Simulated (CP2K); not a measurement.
# AM1 run of S2F2 (Difluorodisulfane)

Aim: the vertical ionisation energy of S2F2 (Difluorodisulfane) at AM1, from 2 runs. 

The calculation is run with CP2K 2026.2.

5 further runs of the same task are left out: 5 that didn't finish.

## 1. The structure to begin with

S2F2: 4 atoms, total charge 0, spin state singlet. SMILES: `FSSF`. The shape is that of a PBE0-D4/def2-TZVP optimisation.

Bond lengths: F1–S2 1.631 Å, S2–S3 1.890 Å, S3–F4 1.631 Å. Angles: F1–S2–S3 108.6°, S2–S3–F4 108.6°.

## 2. A single-point energy at AM1

Input file molecule.inp:

```
&FORCE_EVAL
 METHOD QUICKSTEP
 &DFT
  &QS
   METHOD AM1
   EPS_DEFAULT 1.0E-10
   &SE
    &COULOMB
     CUTOFF [angstrom] 50
     RC_RANGE [angstrom] 0
    &END
    &EXCHANGE
     CUTOFF [angstrom] 50
     RC_RANGE [angstrom] 0
    &END
   &END
  &END
  &POISSON
   PERIODIC NONE
   POISSON_SOLVER ANALYTIC
  &END
  &SCF
   SCF_GUESS ATOMIC
   EPS_SCF 1.0E-06
   MAX_SCF 150
   ADDED_MOS 2
   &DIAGONALIZATION
    ALGORITHM STANDARD
   &END
   &MIXING
    METHOD DIRECT_P_MIXING
    ALPHA 0.4
   &END
  &END
  &PRINT
   &MOMENTS
    PERIODIC F
    REFERENCE COM
    MAX_MOMENT 1
   &END
   &MO ON
    ENERGIES T
    OCCUPATION_NUMBERS T
    NDIGITS 6
    &EACH
     QS_SCF 0
    &END
    ADD_LAST NUMERIC
   &END
   &HIRSHFELD OFF
   &END
  &END
 &END
 &SUBSYS
  &CELL
   ABC 11 9.1 10.1
   PERIODIC NONE
  &END
  &COORD
   UNIT bohr
   F     -3.3707990    -0.3778129    -1.1746349
   S     -0.8837682     1.4440342    -1.1950061
   S      1.9747449    -0.5223014    -0.3490702
   F      2.2797845    -0.5439010     2.7187112
  &END
  &TOPOLOGY
   &CENTER_COORDINATES
   &END
  &END
 &END
&END

&GLOBAL
 PROJECT_NAME molecule
 RUN_TYPE ENERGY
 PRINT_LEVEL MEDIUM
&END
```

Launch:

```bash
$ OMP_NUM_THREADS=1 cp2k.psmp -i molecule.inp > molecule.out 2>&1
```

The program printed:

```text
CP2K| version string:                                       CP2K version 2026.2
 CP2K| Input file name                                              molecule.inp

 GLOBAL| Basis set file name                                           BASIS_SET
 GLOBAL| Potential file name                                           POTENTIAL
 GLOBAL| Coordinate file name                                      __STD_INPUT__
 GLOBAL| Method name                                                        CP2K
 GLOBAL| Project name                                                   molecule
 GLOBAL| Run type                                                         ENERGY
 GLOBAL| FFT library                                                       FFTW3
 GLOBAL| Diagonalization library                                       ScaLAPACK
 GLOBAL| Global print level                                               MEDIUM
 GLOBAL| Total number of message passing processes                             1
 GLOBAL| Number of threads for this process                                    1
 GLOBAL| CPU model name                                                  UNKNOWN

 CELL| Volume [angstrom^3]:                                          1011.010000
 CELL| Vector a [angstrom]:      11.000     0.000     0.000   |a| =    11.000000
 CELL| Vector b [angstrom]:       0.000     9.100     0.000   |b| =     9.100000
 CELL| Vector c [angstrom]:       0.000     0.000    10.100   |c| =    10.100000
 CELL| Angle (b,c), alpha [degree]:                                    90.000000
 CELL| Angle (a,c), beta  [degree]:                                    90.000000
 CELL| Angle (a,b), gamma [degree]:                                    90.000000
 CELL| Numerically orthorhombic:                                             YES
 CELL| Periodicity                                                          NONE

 GENERATE|  Preliminary Number of Bonds generated:                             0
 GENERATE|  Achieved consistency in connectivity generation.

                                   2008 - 2015

 SEMIEMPIRICAL|                             Coulomb Integral cutoff/taper values
 SEMIEMPIRICAL| Cutoff [a.u.]                                             94.486
 SEMIEMPIRICAL| Taper  [a.u.]                                             94.486
 SEMIEMPIRICAL| Range  [a.u.]                                              0.000

 SEMIEMPIRICAL|                            Exchange Integral cutoff/taper values
 SEMIEMPIRICAL| Cutoff [a.u.]                                             94.486
 SEMIEMPIRICAL| Taper  [a.u.]                                             94.486
 SEMIEMPIRICAL| Range  [a.u.]                                              0.000

 ATOMIC KIND INFORMATION

  1. Atomic kind: F                                     Number of atoms:       2

     Orbital Basis Set                                           Fluorine_STO-6G

       Number of orbital shell sets:                                           2
       Number of orbital shells:                                               2
       Number of primitive Cartesian functions:                               12
       Number of Cartesian basis functions:                                    4
       Number of spherical basis functions:                                    4
       Norm type:                                                              2

     AE Potential information for                                       Fluorine
       Gaussian exponent of the core charge distribution:               3.858025
       Electronic configuration (s p d ...):                       2   5   0   0

  2. Atomic kind: S                                     Number of atoms:       2

     Orbital Basis Set                                             Sulfur_STO-6G

       Number of orbital shell sets:                                           2
       Number of orbital shells:                                               2
       Number of primitive Cartesian functions:                               12
       Number of Cartesian basis functions:                                    4
       Number of spherical basis functions:                                    4
       Norm type:                                                              2

     AE Potential information for                                         Sulfur
       Gaussian exponent of the core charge distribution:               1.922338
       Electronic configuration (s p d ...):                       2   4   0   0

 MOLECULE KIND INFORMATION

 All atoms are their own molecule, skipping detailed information

 TOTAL NUMBERS AND MAXIMUM NUMBERS

  Total number of            - Atomic kinds:                                   2
                             - Atoms:                                          4
                             - Shell sets:                                     8
                             - Shells:                                         8
                             - Primitive Cartesian functions:                 48
                             - Cartesian basis functions:                     16
                             - Spherical basis functions:                     16

  Maximum angular momentum of the orbital basis functions:                     1

 MODULE QUICKSTEP: ATOMIC COORDINATES IN ANGSTROM

   Atom Kind Element         X             Y             Z       Z(eff)     Mass
      1    1 F     9      4.004920      4.111905      4.025255   7.0000  18.9984
      2    2 S    16      5.321000      5.075985      4.014475   6.0000  32.0650
      3    2 S    16      6.833660      4.035445      4.462125   6.0000  32.0650
      4    1 F     9      6.995080      4.024015      6.085525   7.0000  18.9984

 SCF PARAMETERS         Density guess:                                    ATOMIC
                        --------------------------------------------------------
                        max_scf:                                             150
                        max_scf_history:                                       0
                        max_diis:                                              4
                        --------------------------------------------------------
                        eps_scf:                                        1.00E-06
                        eps_scf_history:                                0.00E+00
                        eps_diis:                                       1.00E-01
                        eps_eigval:                                     1.00E-05
                        --------------------------------------------------------
                        level_shift [a.u.]:                             0.000000
                        added MOs                                         2    0
                        --------------------------------------------------------
                        Mixing method:                           DIRECT_P_MIXING
                        --------------------------------------------------------
                        No outer SCF

 PW_GRID| Information for grid number                                          1
 PW_GRID| Cutoff [a.u.]                                                      1.0
 PW_GRID| spherical cutoff:                                                   NO
 PW_GRID|   Bounds   1             -4       4                Points:           9
 PW_GRID|   Bounds   2             -4       3                Points:           8
 PW_GRID|   Bounds   3             -4       4                Points:           9
 PW_GRID| Volume element (a.u.^3)   10.53         Volume (a.u.^3)      6822.6337
 PW_GRID| Grid span                                                    FULLSPACE

 POISSON| Solver                                                        ANALYTIC
 POISSON| Periodicity                                                       NONE

 Extrapolation method: initial_guess

 Number of electrons:                                                         26
 Number of occupied orbitals:                                                 13
 Number of molecular orbitals:                                                15

 Number of orbital functions:                                                 16
 Number of independent orbital functions:                                     16

 SCF WAVEFUNCTION OPTIMIZATION

  Step     Update method      Time    Convergence         Total energy    Change
  ------------------------------------------------------------------------------
     1 P_Mix/Diag. 0.40E+00    0.0     0.78996158       -47.3916541013 -4.74E+01
     2 P_Mix/Diag. 0.40E+00    0.0     0.45859086       -48.2591441885 -8.67E-01
     3 P_Mix/Diag. 0.40E+00    0.0     0.31819134       -48.8663164645 -6.07E-01
     4 P_Mix/Diag. 0.40E+00    0.0     0.21607924       -49.2668419561 -4.01E-01
     5 P_Mix/Diag. 0.40E+00    0.0     0.14590840       -49.5221901623 -2.55E-01
     6 P_Mix/Diag. 0.40E+00    0.0     0.09874120       -49.6817462665 -1.60E-01
     7 DIIS/Diag.  0.74E-02    0.0     0.11522571       -49.7802566802 -9.85E-02
     8 P_Mix/Diag. 0.40E+00    0.0     0.00420513       -49.9349746054 -1.55E-01
     9 DIIS/Diag.  0.34E-03    0.0     0.00537043       -49.9349840219 -9.42E-06
    10 DIIS/Diag.  0.66E-03    0.0     0.00327307       -49.9350193100 -3.53E-05
    11 DIIS/Diag.  0.89E-03    0.0     0.00070987       -49.9350030353  1.63E-05
    12 DIIS/Diag.  0.84E-03    0.0     0.00047967       -49.9350070469 -4.01E-06
    13 DIIS/Diag.  0.87E-03    0.0     0.01259150       -49.9350044331  2.61E-06
    14 DIIS/Diag.  0.48E-04    0.0     0.00036477       -49.9350405917 -3.62E-05
    15 DIIS/Diag.  0.30E-04    0.0     0.00012710       -49.9350406537 -6.19E-08
    16 DIIS/Diag.  0.10E-04    0.0     0.00003433       -49.9350406671 -1.34E-08
    17 DIIS/Diag.  0.31E-05    0.0     0.00001467       -49.9350406680 -9.36E-10
    18 DIIS/Diag.  0.54E-06    0.0     0.00000175       -49.9350406682 -1.53E-10
    19 DIIS/Diag.  0.21E-06    0.0     0.00000023       -49.9350406682 -4.97E-12

  *** SCF run converged in    19 steps ***

  Core-core repulsion energy [eV]:                           1458.78871714776665
  Core Hamiltonian energy [eV]:                             -2267.99256653971906
  Two-electron integral energy [eV]:                        -1099.19542024419115
  Electronic energy [eV]:                                   -2817.59027666181464

  Total energy [eV]:                                        -1358.80155951404799

  Atomic reference energy [eV]:                              1355.44260031508907
  Heat of formation [kcal/mol]:                               -77.45944541008525

 MO| EIGENVALUES AND OCCUPATION NUMBERS
 MO|
 MO|  Index      Eigenvalue [a.u.]        Eigenvalue [eV]             Occupation
 MO|      1              -1.779401             -48.419951               2.000000
 MO|      2              -1.772693             -48.237431               2.000000
 MO|      3              -0.844331             -22.975406               2.000000
 MO|      4              -0.734312             -19.981640               2.000000
 MO|      5              -0.678037             -18.450316               2.000000
 MO|      6              -0.612028             -16.654137               2.000000
 MO|      7              -0.608307             -16.552874               2.000000
 MO|      8              -0.584041             -15.892554               2.000000
 MO|      9              -0.573289             -15.599981               2.000000
 MO|     10              -0.521716             -14.196608               2.000000
 MO|     11              -0.439894             -11.970134               2.000000
 MO|     12              -0.381744             -10.387773               2.000000
 MO|     13              -0.371692             -10.114266               2.000000
 MO|     14              -0.100851              -2.744300               0.000000
 MO|     15              -0.009557              -0.260063               0.000000
 MO| Sum:                                                              26.000000
 MO| E(Fermi):           -0.371692 a.u.        -10.114266 eV
 MO| Band gap:            0.270841 a.u.          7.369966 eV

 POPULATION ANALYSIS

  # Atom   Element   Kind        Atomic population                    Net charge
       1      F         1                 7.243352                     -0.243352
       4      F         1                 7.243353                     -0.243353
       2      S         2                 5.756650                      0.243350
       3      S         2                 5.756645                      0.243355
 # Total charge                          26.000000                      0.000000

 SE_DIPOLE| Dipole type                                             non-periodic
 SE_DIPOLE| Moment [a.u.]          -0.20862509      -0.17624538       0.29525270
 SE_DIPOLE| Moment [Debye]         -0.53027203      -0.44797103       0.75045742
 SE_DIPOLE| Derivative [a.u.]       0.00000000       0.00000000       0.00000000

 ENERGY| Total FORCE_EVAL ( QS ) energy [hartree]            -49.935040668159886

 MEMORY| Estimated peak process memory [MiB]                                 138

 -------------------------------------------------------------------------------
 ----                             MULTIGRID INFO                            ----
 -------------------------------------------------------------------------------
 total grid count     :           600              cutoff [a.u.]            1.00

 -------------------------------------------------------------------------------
 -                                                                             -
 -                                T I M I N G                                  -
 -                                                                             -
 -------------------------------------------------------------------------------
 SUBROUTINE                       CALLS  ASD         SELF TIME        TOTAL TIME
                                MAXIMUM       AVERAGE  MAXIMUM  AVERAGE  MAXIMUM
 CP2K                                 1  1.0    0.002    0.002    0.024    0.024
 qs_energies                          1  2.0    0.000    0.000    0.019    0.019
 scf_env_do_scf                       1  3.0    0.000    0.000    0.018    0.018
 scf_env_do_scf_inner_loop           19  4.0    0.001    0.001    0.018    0.018
 qs_scf_new_mos                      19  5.0    0.000    0.000    0.013    0.013
 calculate_dm_sparse                 19  6.0    0.000    0.000    0.008    0.008
 cp_dbcsr_plus_fm_fm_t               19  7.0    0.000    0.000    0.008    0.008
 dbcsr_multiply_generic              19  8.0    0.000    0.000    0.006    0.006
 qs_ks_update_qs_env                 19  5.0    0.000    0.000    0.004    0.004
 make_m2s                            38  9.0    0.000    0.000    0.003    0.003
 rebuild_ks_matrix                   19  6.0    0.000    0.000    0.003    0.003
 build_se_fock_matrix                19  7.0    0.000    0.000    0.003    0.003
 build_fock_matrix_coulomb           19  8.0    0.000    0.000    0.003    0.003
 qs_init_subsys                       1  2.0    0.000    0.000    0.002    0.002
 dbcsr_finalize                     336 10.2    0.001    0.001    0.002    0.002
 -------------------------------------------------------------------------------

 -------------------------------------------------------------------------------
```

Run time: 0.22 s. Hardware: 1 thread of Arm Neoverse V2, shared host.

(Part 1 of 2 ends here.)
